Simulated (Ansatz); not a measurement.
Geometry optimisation, UKS PBE0/6-31G* in Ansatz 0.2.0.

input.yaml

```yaml
crystal:
  periodic: [false, false, false]
  atoms:
    - { symbol: "N", position_ang: [-1.2065, 0.0959, 0.4554] }
    - { symbol: Si, position_ang: [0.2721, 0.4857, -0.3066] }
    - { symbol: "N", position_ang: [-0.58318, 0.77701, -1.72267] }
    - { symbol: H, position_ang: [-1.7605, 0.9927, 0.3539] }
    - { symbol: H, position_ang: [0.86795, 1.75853, 0.18964] }
    - { symbol: H, position_ang: [1.16276, -0.70089, -0.43624] }
    - { symbol: H, position_ang: [-1.09187, -0.10614, -1.8444] }
    - { symbol: H, position_ang: [-1.24813, 1.40523, -1.44698] }
magnetization:
  spin_polarized: true
  initial_magnetization: 1
basis:
  gaussian: { orbitals: "6-31G*" }
hamiltonian:
  xc: pbe0
relax:
  f_tol: 0.015
  max_steps: 40
```

Command:

```bash
$ ansatz run input.yaml --threads 1 --pin off --max-ram 2048MiB --backend cpu --events-out ev --progress --plain --runs-dir out
```

Problem. Where does it end, and by what steps?

Solution. It converged. After 9 steps the energy has fallen by 1.006 eV; H4 moved furthest, 0.87 Å.

| step | energy less start (eV) | largest force component (eV/Å) | accepted |
| --- | --- | --- | --- |
| 0 | 0.0000 | 3.113 | yes |
| 1 | -0.5758 | 0.887 | yes |
| 2 | -0.8180 | 0.633 | yes |
| 3 | -0.9316 | 0.358 | yes |
| 4 | -0.9830 | 0.257 | yes |
| 5 | -1.0005 | 0.231 | yes |
| 6 | -1.0009 | 0.235 | yes |
| 7 | -1.0054 | 0.051 | yes |
| 8 | -1.0056 | 0.024 | yes |
| 9 | -1.0057 | 0.004 | yes |

```xyz
8
Properties=species:S:1:pos:R:3
N -1.192 0.045 0.873
Si 0.077 0.489 -0.279
N -0.547 0.729 -1.877
H -1.719 0.859 1.212
H 0.781 1.748 0.109
H 1.020 -0.654 -0.339
H -0.922 -0.069 -2.374
H -1.085 1.560 -2.083
```

Run time: 34 s on 1 CPU thread of a shared host.
